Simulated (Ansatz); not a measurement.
Relaxing titanium (hcp)

Level of theory: DFT, m-r2SCAN, plane waves (500 eV) with PAW, scalar-relativistic in Ansatz 0.2.0. The PAW files were generated under PBE, with cores re-solved for the functional.

k-point mesh 12×12×7, Fermi-Dirac smearing 0.05 eV, starting moments 1.00 ×2 μB. Cell and atoms relax.

Starting structure:

```yaml
crystal:
  lattice:
    - [2.95000, 0.00000, 0.00000]
    - [-1.47500, 2.55477, 0.00000]
    - [0.00000, 0.00000, 4.68600]
  atoms:
    - { symbol: Ti, position: [0.33333, 0.66667, 0.25000] }
    - { symbol: Ti, position: [0.66667, 0.33333, 0.75000] }
```

Question: What cell does the relaxation end in?

Answer: P6_3/mmc with a = 2.935 Å, c = 4.639 Å (c/a = 1.580); 17.31 Å³ per atom against 17.66 at the start (-2.0 %).

Question: How much energy does the relaxation gain?

Answer: 2.6 meV per atom.

Path of the relaxation (the plane waves are chosen anew near the end, which can shift the energy a little):

```
step  E − E(final) (meV/atom)  V (Å³/atom)  P (GPa)  max force (eV/Å)
   0                     2.64       17.658    -2.26             0.000
   1                    -0.15       17.333    -0.15             0.000
   2                    -0.20       17.307     0.02             0.000
   3                     0.00       17.307     0.01             0.000
```

Question: Which magnetic state does it end in?

Answer: non-magnetic.

m-r²SCAN is r²SCAN on the gauge-invariant kinetic-energy density; without spin polarisation the two are equal.
